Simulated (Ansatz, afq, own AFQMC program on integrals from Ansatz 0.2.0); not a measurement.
CH₃Ge, doublet in cc-pVDZ along one coordinate

```xyz
5

Ge    0.0000    0.0092    0.2522
C     0.0000   -0.0927   -1.4952
H     0.0000    1.3363    1.0110
H     0.0000   -1.2530    1.1023
H     0.0000    0.3560   -2.4747
```

One side is turned about Ge1–C2. Energies in eV count from this geometry (0.000 °) at the same level; the start stands on ROHF, each point on the determinant named.

Basis cc-pVDZ. Noble-gas cores (and the filled d shells of Ga–Kr and In–Xe) are frozen. AFQMC by an in-house program on the Cholesky factors that Ansatz 0.2.0 writes for its CCSD(T) run. The CISD trial takes its coefficients from CCSD amplitudes. Released means that phaseless walkers are propagated on without the constraint, phases kept. ± is one standard error of the sampling. No spin–orbit coupling.

Cautions, each for one point or more: a spin-contaminated unrestricted determinant lies lower; higher spins were not checked; inner d shell frozen; no relativity below Rb; no spin-orbit coupling; the ph-AFQMC/CISD walk drifts between its halves.

```tsv
twist about Ge1–C2 / °	det.	T1	weight	CCSD(T)	ph-AFQMC/CISD	released AFQMC	B3LYP	PBE
28.700	ROHF	0.030	0.85	0.026	0.018 ± 0.021	–	0.026	0.024
60.300	ROHF	0.031	0.85	0.092	0.027 ± 0.024	0.062 ± 0.036*	0.091	0.085
90.000	ROHF	0.032	0.84	0.126	0.135 ± 0.022	0.139 ± 0.032*	0.127	0.118
150.000	ROHF	0.030	0.85	0.034	0.020 ± 0.025	0.036 ± 0.029*	0.034	0.032
```

Weight is that of the determinant in the CISD state; at the start T1 is 0.029 and the weight 0.85. An asterisk marks released energies that aren't shown to be converged. Symmetry can't show for every point that it stays on the start's state. A dash marks a missing value, a released energy that hasn't settled or a functional that sits on another state. Largest departures from phaseless AFQMC with a CISD trial: CCSD(T) 0.064 eV at 60.300 (on ROHF). The walk's constraint bias lies outside its error bars, so these are departures and not errors. The functionals aren't scored here. In this small basis the wave-function levels are far from their limit, so their gap to the functionals isn't the functionals' error.

Some points may be missing: those where a free walk finds a much lower state, and past Zn most of those on another determinant than at the start.

A walk keeps the symmetry of its determinant, which the program's search chose and which needn't be the lowest solution, so a lower state of the same spin and another symmetry isn't excluded.
